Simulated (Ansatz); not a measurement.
This geometry of C3H5NS (10 atoms, charge 0, multiplicity 1) is a first-order saddle point.

Level of theory: RKS B3LYP-D4/def2-mTZVP (Ansatz 0.2.0).

```xyz
10
Properties=species:S:1:pos:R:3
C -0.585 -0.857 0.579
C 0.156 0.141 -0.314
S 1.802 0.642 0.421
C -0.639 1.339 -0.555
N -1.284 2.278 -0.730
H -0.770 -0.431 1.564
H 0.015 -1.757 0.699
H -1.545 -1.125 0.133
H 0.372 -0.310 -1.281
H 2.561 0.028 -0.515
```

Task: Which two structures does it join? (They come from a converged band through this point; their orientation in space is the band's.)

Result: No bond is made or broken. The dihedral H9–C2–S3–H10 goes from -59 to 61°.

Image 0:

```xyz
10
Properties=species:S:1:pos:R:3
C -0.456 -0.874 0.480
C 0.123 0.233 -0.403
S 1.787 0.839 0.182
C -0.758 1.392 -0.452
N -1.470 2.298 -0.475
H -0.570 -0.529 1.506
H 0.209 -1.738 0.478
H -1.431 -1.189 0.104
H 0.249 -0.126 -1.425
H 2.400 -0.357 0.008
```

Image 10:

```xyz
10
Properties=species:S:1:pos:R:3
C -0.605 -0.922 0.619
C 0.175 -0.013 -0.334
S 1.864 0.277 0.387
C -0.513 1.250 -0.562
N -1.060 2.247 -0.750
H -0.730 -0.451 1.593
H -0.073 -1.864 0.749
H -1.593 -1.134 0.209
H 0.300 -0.511 -1.296
H 2.319 1.070 -0.612
```

Task: How far does it lie above each of them?

Result: 0.032 eV above the first and 0.079 eV above the second. This is the barrier of this one path; another mechanism may lie lower.

The run took 110 s on 2 threads of AMD EPYC 9R14 (Zen 4) (shared host), peak memory 0.25 GiB.
